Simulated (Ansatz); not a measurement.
Diamond, treated with B3LYP (VWN-RPA form) in Ansatz (PAW).

Run with plane-wave cutoff 460 eV, 12×12×12 k mesh, Fermi–Dirac smearing 0.01 eV, scalar-relativistic PAW data made under PBE.

Cell (relaxed at this level):

```yaml
crystal:
  lattice:
    - [0.00000, 1.78391, 1.78391]
    - [1.78391, 0.00000, 1.78391]
    - [1.78391, 1.78391, 0.00000]
  atoms:
    - { symbol: C, position: [0.00000, 0.00000, 0.00000] }
    - { symbol: C, position: [0.25000, 0.25000, 0.25000] }
```

**Question.** What does this level give for the width of the whole s-p valence band, smallest direct gap on the k points sampled and pressure derivative B′ of the bulk modulus?

**Answer.** 
width of the whole s-p valence band: 22.87 eV
smallest direct gap on the k points sampled: 7.43 eV
pressure derivative B′ of the bulk modulus: 3.7

The computed numbers hold no vibrational or temperature effects.

The result took very roughly 7 core-minutes.

Ansatz is a first-principles code.
